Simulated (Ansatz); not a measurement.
**C2HF2 radical: how energies converge with the basis set**

An exercise on one series of results from a longer session: the logs are not shown, and one member is left open.

Computed with Ansatz 0.2.0, Gaussian basis. Level: one geometry, several basis sets.

Levels to be run: PBE0-D4/def2-SVP; ωB97M-V/def2-SVP; PBE0-D4/def2-QZVPP; ωB97M-V/def2-QZVPP; the functionals' def2-TZVPP values are taken from earlier runs.

## The geometry

All runs share one geometry, relaxed beforehand with PBE0-D4 in a triple-zeta def2 set.

SMILES `[CH]=C(F)F`, 5 atoms, charge 0, spin multiplicity 2.

Atoms are counted from 1 here; the program's logs count them from 0.

Bond lengths: C1–C2 1.301 Å, C1–H5 1.072 Å, C2–F3 1.313 Å, C2–F4 1.320 Å. Angles: C2–C1–H5 140.6°, C1–C2–F3 125.0°, C1–C2–F4 125.4°, F3–C2–F4 109.6°.

The first run:

Contents of in.yaml:

```yaml
crystal:
  periodic: [false, false, false]
  atoms:
    - {symbol: C, position_ang: [-0.028206, 0.912667, -0.014900]}
    - {symbol: C, position_ang: [0.163586, -0.366131, 0.124643]}
    - {symbol: F, position_ang: [1.043780, -0.911656, 0.932542]}
    - {symbol: F, position_ang: [-0.492629, -1.313154, -0.520272]}
    - {symbol: H, position_ang: [-0.636631, 1.604474, -0.563414]}
basis:
  gaussian: {orbitals: def2-SVP}
magnetization: {spin_polarized: true, initial_magnetization: 1}
hamiltonian: {xc: pbe0, dispersion: d4}
output: {orbitals: {seedname: orbitals}}
```

Among the steps run: PBE0-D4 in def2-SVP; ωB97M-V in def2-SVP; PBE0-D4 in def2-QZVPP; ωB97M-V in def2-QZVPP.

One table of the session follows, with a row left open; its other results are not shown here.

It belongs to the step «Density functionals: the series». 

```
functional       basis  HOMO (eV)  LUMO (eV)
   PBE0-D4    def2-SVP      -7.72      -2.88
   PBE0-D4  def2-TZVPP      -7.83      -3.05
   PBE0-D4  def2-QZVPP      -7.87      -3.09
   ωB97M-V    def2-SVP      -9.94      -0.81
   ωB97M-V  def2-TZVPP     -10.09      -1.11
   ωB97M-V  def2-QZVPP          ?          ?
```

**Question.** Estimate the row for ωB97M-V, def2-QZVPP.

**Answer.** HOMO (eV): -10.12; LUMO (eV): -1.18. In the column «HOMO (eV)» it is the lowest.
